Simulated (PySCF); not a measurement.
Proton affinity of hydrogen chloride, site by site

System: `Cl` (HCl). Non-hydrogen atoms are numbered in `[ClH:1]`.

Computed at PBE0-D3(BJ)/def2-TZVP // PBE0-D3(BJ)/def2-SVP with PySCF (density fitting, grid level 2). Thermal corrections: PBE0-D3(BJ)/def2-SVP frequencies, unscaled, ideal gas at 298.15 K and 1 bar, quasi-RRHO entropy.

| site | product | PA / kcal/mol | GB / kcal/mol |
| --- | --- | --- | --- |
| Cl1 (chlorine) | [H2Cl]+ | 135.4 | 129.0 |

PA is −ΔH and GB is −ΔG of B + H⁺ → BH⁺ in the gas phase.

Against the Active Thermochemical Tables (version 1.112): Cl1 559 (computed 566, error 7) kJ/mol.

Measured values (NIST Chemistry WebBook, evaluated or the median of agreeing entries): proton affinity (−ΔH) 557 kJ/mol (computed 566, difference 9); gas-phase basicity (−ΔG) 530 kJ/mol (computed 540, difference 10).

Run with `OMP_NUM_THREADS=1 python redox_run.py task.json out` on 1 thread of Arm Neoverse V1, a shared host. Structures, frequencies and single points: 5 s of wall time.
